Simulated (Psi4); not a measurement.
# [BH2F2]− (SMILES F[BH2-]F): HF/STO-3G

Aim: the vertical ionisation energy of [BH2F2]− at HF/STO-3G, from 2 runs. 

The results are computed with Psi4 1.11.

2 further runs of the same task are left out: 2 set aside as unsound or not needed.

## 1. The system as given

The species is [BH2F2]− (5 atoms), meant as a singlet with charge -1. SMILES: `F[BH2-]F`. The shape is that of a GFN2-xTB optimisation.

Bond lengths: F1–B2 1.425 Å, B2–F3 1.425 Å, B2–H4 1.225 Å, B2–H5 1.225 Å. Angles: F1–B2–F3 107.4°, F1–B2–H4 109.0°, F1–B2–H5 109.1°, F3–B2–H4 109.0°, F3–B2–H5 109.1°, H4–B2–H5 113.0°.

## 2. Energy and forces at HF/STO-3G

Contents of job.inp:

```
memory 1600 MB

molecule {
  -1 1
  F     -1.176970     0.624500     0.383180
  B      0.033530     0.014270    -0.056090
  F      0.407580    -0.947330     0.926670
  H     -0.171950    -0.560090    -1.118950
  H      0.907810     0.868650    -0.134810
  symmetry c1
  no_reorient
  no_com
}

set basis STO-3G
set reference rhf
set puream true
set e_convergence 1e-09
set d_convergence 1e-08
set scf_type pk

result, w = gradient("hf", return_wfn=True)
oeprop(w, "MULLIKEN_CHARGES", "LOWDIN_CHARGES", "MAYER_INDICES")
print_variables()
```

The run is started by

```bash
$ psi4 -n 1 job.inp job.out
```

job.out, shortened:

```text
[...]
  Running in c1 symmetry.
[...]
  Nuclear repulsion =   65.473347089984955
[...]
  Multiplicity = 1
[...]
  Nalpha       = 13
  Nbeta        = 13
[...]
    Number of basis functions: 17
[...]
   @RHF iter   1:  -221.50042160945338   -1.76785e+00   1.55303e-02 DIIS/ADIIS
[...]
   @RHF iter   9:  -221.55860926102827   -4.26326e-13   4.34913e-09 DIIS
[...]
    Orbital Energies [Eh]
    ---------------------
    Doubly Occupied:
       1A    -25.486618     2A    -25.486390     3A     -7.068816
       4A     -1.123680     5A     -1.089392     6A     -0.342662
       7A     -0.229619     8A     -0.209260     9A     -0.180623
      10A     -0.110073    11A     -0.079964    12A     -0.066399
      13A     -0.022774
[...]
  @RHF Final Energy:  -221.55860926102827
   => Energetics <=
    Nuclear Repulsion Energy =             65.4733470899849550
    One-Electron Energy =                -451.0713746053268096
    Two-Electron Energy =                 164.0394182543136026
    Total Energy =                       -221.5586092610282662
[...]
 Multipole Moments:
 ------------------------------------------------------------------------------------
     Multipole            Electronic (a.u.)      Nuclear  (a.u.)        Total (a.u.)
 ------------------------------------------------------------------------------------
 L = 1.  Multiply by 2.5417464519 to convert [e a0] to [Debye]
 Dipole X            :         11.5375734          -11.3780410            0.1595324
 Dipole Y            :          4.8400238           -4.7726167            0.0674071
 Dipole Z            :        -19.6474488           19.3780832           -0.2693656
 Magnitude           :                                                    0.3202376
[...]
  -Total Gradient:
     Atom            X                  Y                   Z
    ------   -----------------  -----------------  -----------------
       1       -0.011421039654     0.004194127491     0.006042647589
       2        0.009478298433     0.004181078231    -0.015160300460
       3        0.001408002018    -0.008531896824     0.010448705090
       4       -0.008035866527    -0.010878337859    -0.008152858130
       5        0.008570605730     0.011035028962     0.006821805910
[...]
  Mulliken Charges: (a.u.)
   Center  Symbol    Alpha    Beta     Spin     Total
       1     F     4.68129  4.68129  0.00000 -0.36259
       2     B     2.39609  2.39609  0.00000  0.20782
       3     F     4.68128  4.68128  0.00000 -0.36255
       4     H     0.62074  0.62074  0.00000 -0.24149
       5     H     0.62060  0.62060  0.00000 -0.24119
   Total alpha = 13.00000, Total beta = 13.00000, Total charge = -1.00000
  Lowdin Charges: (a.u.)
   Center  Symbol    Alpha    Beta     Spin     Total
       1     F     4.64479  4.64479  0.00000 -0.28957
[...]
```

Run time: 1.7 s. Hardware: 1 thread of Intel Xeon 6975P-C (Granite Rapids), shared host; peak memory 0.18 GiB.

## 3. Doublet neutral BH2F2: a single-point energy at UHF/STO-3G

Contents of run.py:

```python
import psi4

psi4.set_memory(1600000000)
psi4.set_num_threads(1)
psi4.set_output_file('bf2h2.out', False)

mol = psi4.geometry("""
0 2
F     -1.176970     0.624500     0.383180
B      0.033530     0.014270    -0.056090
F      0.407580    -0.947330     0.926670
H     -0.171950    -0.560090    -1.118950
H      0.907810     0.868650    -0.134810
symmetry c1
""")

psi4.set_options({
    'basis': 'STO-3G',
    'reference': 'uhf',
    'puream': True,
    'e_convergence': 1e-09,
    'd_convergence': 1e-08,
    'scf_type': 'pk',
    'maxiter': 200,
})

E, wfn = psi4.energy('hf', return_wfn=True)
psi4.oeprop(wfn, 'QUADRUPOLE', 'MAYER_INDICES', 'MULLIKEN_CHARGES', title='HF')
print('E =', round(E, 9))
```

The run is started by

```bash
$ python run.py
```

bf2h2.out, shortened:

```text
[...]
  Running in c1 symmetry.
[...]
  Nuclear repulsion =   65.473347089984955
[...]
  Multiplicity = 2
[...]
  Nalpha       = 13
  Nbeta        = 12
[...]
    Number of basis functions: 17
[...]
   @UHF iter   1:  -221.44372921948789   -1.71116e+00   1.96577e-02 DIIS/ADIIS
[...]
   @UHF iter  21:  -221.54654155844057   -2.84217e-13   3.67191e-09 DIIS
[...]
   @S^2 Observed:                7.700672798E-01
[...]
  @UHF Final Energy:  -221.54654155844057
   => Energetics <=
    Nuclear Repulsion Energy =             65.4733470899849550
    One-Electron Energy =                -441.3867737625357677
    Two-Electron Energy =                 154.3668851141102607
    Total Energy =                       -221.5465415584405662
  UHF NO Occupations:
  HONO-2 :   11  A 1.9957982
  HONO-1 :   12  A 1.9945052
[...]
 Multipole Moments:
 ------------------------------------------------------------------------------------
     Multipole            Electronic (a.u.)      Nuclear  (a.u.)        Total (a.u.)
 ------------------------------------------------------------------------------------
 L = 1.  Multiply by 2.5417464519 to convert [e a0] to [Debye]
 Dipole X            :         -0.9821774            1.1281114            0.1459340
 Dipole Y            :         -0.4156243            0.4730045            0.0573802
 Dipole Z            :          1.6654035           -1.9222466           -0.2568430
 Magnitude           :                                                    0.3009278
 L = 2.  Multiply by 1.3450342976 to convert [e a0^2] to [Debye ang]
 Quadrupole XX       :        -58.9751756           47.8018559          -11.1733198
 Quadrupole XY       :         35.8755315          -35.0149501            0.8605814
[...]
  Mulliken Charges: (a.u.)
   Center  Symbol    Alpha    Beta     Spin     Total
       1     F     4.72007  4.41887  0.30120 -0.13894
       2     B     2.27294  2.48078 -0.20784  0.24629
       3     F     4.72016  4.41856  0.30160 -0.13872
       4     H     0.64459  0.33814  0.30645  0.01728
       5     H     0.64225  0.34366  0.29859  0.01409
   Total alpha = 13.00000, Total beta = 12.00000, Total charge =  0.00000
  Mayer Bond Indices:
  Total Bond Index:
[...]
```

The script printed:

```text
E = -221.546541558
```

Wall time 1.4 s (1 thread of Intel Xeon 6975P-C (Granite Rapids), shared host); peak memory 0.18 GiB.

## 4. Results

Level: HF/STO-3G.

| quantity | value |
| --- | --- |
| singlet [BH2F2]−: total energy | -221.55861 Eh |
| singlet [BH2F2]−: HOMO energy | -0.62 eV |
| singlet [BH2F2]−: LUMO energy | 26.74 eV |
| singlet [BH2F2]−: HOMO–LUMO gap (to an unbound level, set by the basis) | 27.36 eV |
| singlet [BH2F2]−: largest force on an atom | 0.944 eV/Å |
| doublet neutral BH2F2: total energy | -221.54654 Eh |
| doublet neutral BH2F2: dipole moment | 0.76 D |
| doublet neutral BH2F2: HOMO energy (highest over α and β) | -8.66 eV |
| doublet neutral BH2F2: LUMO energy (lowest over α and β) | -0.01 eV |
| doublet neutral BH2F2: ⟨S²⟩ | 0.770 |
| vertical detachment energy (to the doublet neutral) | 0.328 eV |

**Reading.** Removing an electron at fixed nuclei costs 0.33 eV (7.6 kcal/mol). The largest force (singlet [BH2F2]−) is 0.94 eV/Å: the shape isn't a stationary point for this species at this level. −ε(HOMO) before ionisation, 0.62 eV, is 0.29 eV above this ionisation energy. In a minimal basis such a difference can be off by several eV, whatever the method. Mulliken charges (singlet [BH2F2]−) run from -0.36 on F1 to +0.21 on B2. Mulliken charges (doublet neutral BH2F2) run from -0.14 on F1 to +0.25 on B2; they depend strongly on the basis.
